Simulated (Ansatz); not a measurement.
For 1T (CdI2-type) PtS2, r²SCAN+rVV10 in Ansatz (plane waves, PAW) gives:

```
Quantity                         Result
------------------------------  -------
equilibrium lattice constant a  3.552 Å
lattice parameter c             5.126 Å
band gap                        0.91 eV
```

Q: What does r²SCAN0 in Ansatz (plane waves, PAW) give for the same quantities?

A: 
- lattice constant a: 3.511 Å (falls by 1.2 %)
- lattice parameter c: 5.803 Å (rises by 13 %)
- band gap: 2.91 eV (goes up by 2.00 eV)

For comparison: lattice constant a 3.542 Å (measured, temperature not stated, not corrected to a static lattice; as tabulated in Björkman (2014), arXiv:1406.2436); lattice parameter c 5.036 Å (measured, temperature not stated, zero-point anharmonic expansion removed (computed with revB86b-DF2); no thermal correction; as tabulated in Björkman (2014), arXiv:1406.2436); band gap 0.7 eV (measured, temperature not stated, not corrected to a static lattice, bulk, cited; as tabulated in Two-dimensional noble-metal chalcogenides and phosphochalcogenides, Angew. …).

Changes are worked out from the printed values.

Unless a cell is named, each level is at its own relaxed cell (r²SCAN+rVV10 18.67, r²SCAN0 20.65 Å³/atom).

Levels without +SOC leave out spin–orbit coupling, which shifts energies and cells of such heavy elements.

Levels without +SOC have no spin–orbit coupling; where heavier elements are present it shifts gaps, mostly down, and can invert bands. Density-functional gaps are differences of (generalised) Kohn–Sham levels.

Caveats: the cell comes from a level without a dispersion term, which matters for the spacing of layers, chains or molecules (r²SCAN0). Ansatz's density-functional and Hartree–Fock values are scalar-relativistic unless marked +SOC, with PAW data made under PBE.

Ansatz is a first-principles code.
